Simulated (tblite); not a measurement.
Species: tetrahydrofuran, C4H8O.
Atom-mapped SMILES: `[CH2:1]1[CH2:2][CH2:3][O:4][CH2:5]1` (hydrogens: H6, H7 on C1; H8, H9 on C2; H10, H11 on C3; H12, H13 on C5)

Computed with GFN2-xTB (tblite), gas phase: Langevin dynamics at 600 K from the optimised GFN2-xTB geometry, time step 0.5 fs, friction 0.01 fs⁻¹, 2000 steps.

Start geometry:
```
atom  x, y, z in Å
C1     -0.903    0.363   -0.463
C2      0.416    0.993   -0.020
C3      1.312   -0.240    0.098
O4      0.474   -1.324    0.465
C5     -0.887   -0.949    0.320
H6     -0.885    0.165   -1.536
H7     -1.772    0.973   -0.230
H8      0.297    1.470    0.953
H9      0.806    1.721   -0.727
H10     2.093   -0.132    0.856
H11     1.789   -0.469   -0.866
H12    -1.418   -1.759   -0.187
H13    -1.327   -0.812    1.318
```

The statistics below take the 31 frames saved every 25 fs from 250 to 1000 fs; their kinetic temperature (all 3N coordinates) averages 659 K.

Problem. How do the bond lengths spread?

Solution. 
| bond | start (Å) | mean (Å) | standard deviation (Å) | shortest (Å) | longest (Å) |
| --- | --- | --- | --- | --- | --- |
| C1–C2 | 1.527 | 1.544 | 0.051 | 1.444 | 1.633 |
| C2–C3 | 1.529 | 1.544 | 0.038 | 1.476 | 1.630 |
| C3–O4 | 1.419 | 1.424 | 0.051 | 1.287 | 1.531 |
| O4–C5 | 1.418 | 1.424 | 0.061 | 1.329 | 1.559 |
| C1–C5 | 1.529 | 1.552 | 0.068 | 1.422 | 1.685 |
| C1–H6 | 1.091 | 1.099 | 0.035 | 1.035 | 1.165 |
| C1–H7 | 1.087 | 1.099 | 0.034 | 1.033 | 1.158 |
| C2–H8 | 1.091 | 1.106 | 0.053 | 0.978 | 1.222 |
| C2–H9 | 1.087 | 1.092 | 0.044 | 1.012 | 1.178 |
| C3–H10 | 1.094 | 1.108 | 0.044 | 1.021 | 1.180 |
| C3–H11 | 1.099 | 1.104 | 0.042 | 1.030 | 1.183 |
| C5–H12 | 1.093 | 1.098 | 0.048 | 1.018 | 1.216 |
| C5–H13 | 1.099 | 1.109 | 0.050 | 1.020 | 1.210 |

Problem. Give the same statistics for bond angles, one of each kind.

Solution. 
```tsv
angle	start (°)	mean (°)	standard deviation (°)	smallest (°)	largest (°)
C2–C1–C5	101.3	101.9	3.8	95.0	109.2
C2–C1–H6	110.2	110.9	5.7	99.3	121.6
C2–C1–H7	113.4	113.1	5.2	105.5	126.7
C5–C1–H6	110.3	111.6	5.9	100.1	121.5
C5–C1–H7	112.3	111.2	6.3	101.6	123.8
H6–C1–H7	109.1	107.1	4.2	97.9	118.2
C2–C3–O4	106.8	105.8	3.8	98.9	114.7
C2–C3–H10	113.1	109.6	5.4	99.4	121.6
C2–C3–H11	110.8	111.6	5.6	99.3	121.8
O4–C3–H10	108.5	111.1	6.0	99.6	122.3
H10–C3–H11	108.6	109.0	5.6	99.1	122.3
C3–O4–C5	109.8	107.5	4.5	97.3	118.1
```

Problem. How far does each atom move about its mean position (frames aligned on the start, all atoms weighted alike), and what rms force does it feel?

Solution. 
| atom | rms displacement (Å) | rms force (eV/Å) |
| --- | --- | --- |
| C1 | 0.18 | 2.74 |
| C2 | 0.17 | 2.89 |
| C3 | 0.13 | 2.76 |
| O4 | 0.39 | 2.55 |
| C5 | 0.13 | 3.19 |
| H6 | 0.49 | 1.26 |
| H7 | 0.49 | 1.19 |
| H8 | 0.52 | 1.74 |
| H9 | 0.47 | 1.57 |
| H10 | 0.44 | 1.42 |
| H11 | 0.43 | 1.32 |
| H12 | 0.44 | 1.58 |
| H13 | 0.44 | 1.61 |

The displacements run from 0.13 to 0.52 Å, the largest at H8.

Problem. How widely does the potential energy scatter, against a harmonic estimate?

Solution. Mean 0.95 eV above the start, standard deviation 0.231 eV, range 0.63 to 1.67 eV. For 33 classical harmonic modes at 600 K the canonical values are 33kT/2 = 0.85 eV and kT·√(33/2) = 0.210 eV.

The run is classical and short, so these are rough statistics of one trajectory.

What follows is the cost of the whole dynamics run. On one thread of an Intel Xeon Platinum 8259CL at 2.50 GHz, shared host with 96 logical CPUs at a one-minute load of 42, this took 9.4 s of wall time and 0.18 GiB of memory at its peak.
